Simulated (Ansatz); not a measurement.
**C2H2N radical: one species, many methods**

One table from this session's results is given with a row withheld; the runs are named, their logs left out.

Program: Ansatz 0.2.0, Gaussian basis. Level of theory: functionals in def2-TZVPP, the program's frozen cores in correlated methods. These are calculated values, not measurements.

The runs, in order: LDA (SPW92), PBE-D4, revPBE-D4, BLYP-D4, r2SCAN-D4, B97M-V, PBE0-D4, B3LYP-D4, r2SCANh-D4, r2SCAN0-D4, HSE06-D4, BHLYP-D4, CAM-B3LYP-D4, LC-ωPBE, ωB97X-V, ωB97M-V, B2PLYP, PBE-QIDH; CCSD(T)/def2-SVP; CCSD(T)/def2-TZVPP; MP2/def2-QZVPP; extrapolation to the limit; RPA on PBE.

### The geometry

The geometry comes from an earlier relaxation with PBE0-D4 in a triple-zeta def2 set; it is a stationary point.

SMILES `[CH2]C#N`, 5 atoms, charge 0, spin multiplicity 2.

Atoms are counted from 1 here; the program's logs count them from 0.

Bond lengths: C1–C2 1.376 Å, C1–H4 1.081 Å, C1–H5 1.081 Å, C2–N3 1.165 Å. Angles: C2–C1–H4 120.0°, C2–C1–H5 120.0°, H4–C1–H5 119.9°, C1–C2–N3 180.0°.

Set-up of the first run:

The input, in.yaml:

```yaml
crystal:
  periodic: [false, false, false]
  atoms:
    - {symbol: C, position_ang: [-0.303916, 0.342002, -0.317425]}
    - {symbol: C, position_ang: [0.458075, -0.524011, 0.433102]}
    - {symbol: N, position_ang: [1.103008, -1.256930, 1.068259]}
    - {symbol: H, position_ang: [-1.157112, -0.027098, -0.869588]}
    - {symbol: H, position_ang: [-0.050156, 1.392337, -0.355649]}
basis:
  gaussian: {orbitals: def2-TZVPP}
magnetization: {spin_polarized: true, initial_magnetization: 1}
hamiltonian: {xc: lda}
output: {orbitals: {seedname: orbitals}}
```

Steps of the session up to this table: LDA; PBE-D4 (GGA); revPBE-D4 (GGA); BLYP-D4 (GGA); r2SCAN-D4 (meta-GGA); B97M-V (meta-GGA); PBE0-D4 (hybrid); B3LYP-D4 (hybrid); r2SCANh-D4 (hybrid); r2SCAN0-D4 (hybrid); HSE06-D4 (hybrid); BHLYP-D4 (hybrid); CAM-B3LYP-D4 (range-separated); LC-ωPBE-D4 (range-separated; the results give it without D4); ωB97X-V (range-separated); ωB97M-V (range-separated); B2PLYP (double hybrid); PBE-QIDH (double hybrid).

One of the session's tables, all rows but one given; the rest of the session is left out.

It belongs to the step «Orbital energies across the functionals». 

| functional | HOMO (eV) | LUMO (eV) | gap (eV) |
| --- | --- | --- | --- |
| LDA (SPW92) | -6.42 | -5.20 | 1.23 |
| PBE-D4 | -6.39 | -4.67 | 1.72 |
| revPBE-D4 | -6.34 | -4.53 | 1.81 |
| BLYP-D4 | -6.19 | -4.62 | 1.57 |
| r2SCAN-D4 | -6.87 | -4.08 | 2.78 |
| B97M-V | -6.62 | -4.28 | 2.34 |
| PBE0-D4 | -7.78 | -3.47 | 4.32 |
| B3LYP-D4 | -7.44 | -3.87 | 3.58 |
| r2SCANh-D4 | -7.39 | -3.66 | 3.73 |
| r2SCAN0-D4 | -8.17 | -3.03 | 5.14 |
| HSE06-D4 | -7.37 | -3.86 | 3.52 |
| BHLYP-D4 | ? | ? | ? |
| CAM-B3LYP-D4 | -9.09 | -2.43 | 6.66 |
| LC-ωPBE | -10.59 | -1.02 | 9.57 |
| ωB97X-V | -9.98 | -1.40 | 8.57 |
| ωB97M-V | -9.76 | -1.51 | 8.25 |

**Question.** Estimate the row for BHLYP-D4.

Worked estimate for «HOMO (eV)». Against the share of exact exchange, BLYP-D4 (0, -6.19), B3LYP-D4 (0.2, -7.44) give a slope of -6.25 per unit share; at 0.5 the line stands at -9.31.

As computed: HOMO (eV): -9.00; LUMO (eV): -2.28; gap (eV): 6.73. In «HOMO (eV)» the line misses by -0.31.
